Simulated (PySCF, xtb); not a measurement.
SiCl4, SMILES Cl[Si](Cl)(Cl)Cl. Atoms are numbered in the order given.

```xyz
5

Cl     1.1814    -1.1814     1.1814
Si     0.0000     0.0000     0.0000
Cl    -1.1814    -1.1814    -1.1814
Cl    -1.1814     1.1814     1.1814
Cl     1.1814     1.1814    -1.1814
```

Geometry: B3LYP-D3(BJ)/def2-SVP. The isomer is the one that the SMILES or the coordinates give; other isomers of the formula were not compared.

Calculation: IEF-PCM-M06-2X/def2-SVP run with PySCF.

The values are the electrostatic part of the solvation free energy, E(continuum) − E(gas) at the gas-phase geometry, in a cavity of scaled van der Waals radii (PySCF's table); cavitation and dispersion terms are not included. In vacuum the orbital gap is 11.22 eV. The dipole moment in vacuum is 0.00 D.

```json
[
 {"solvent": "water", "ε": "78.36", "ΔG(elec) (kcal/mol)": "-0.6", "dipole (D)": "0.00", "gap (eV)": "11.23"},
 {"solvent": "2-propanol", "ε": "19.26", "ΔG(elec) (kcal/mol)": "-0.6", "dipole (D)": "0.00", "gap (eV)": "11.23"},
 {"solvent": "acetonitrile", "ε": "35.69", "ΔG(elec) (kcal/mol)": "-0.6", "dipole (D)": "0.00", "gap (eV)": "11.23"}
]
```

For comparison, GFN2-xTB/ALPB(water) (xtb, at the GFN2-xTB geometry, all terms of that model) gives -0.2 kcal/mol.
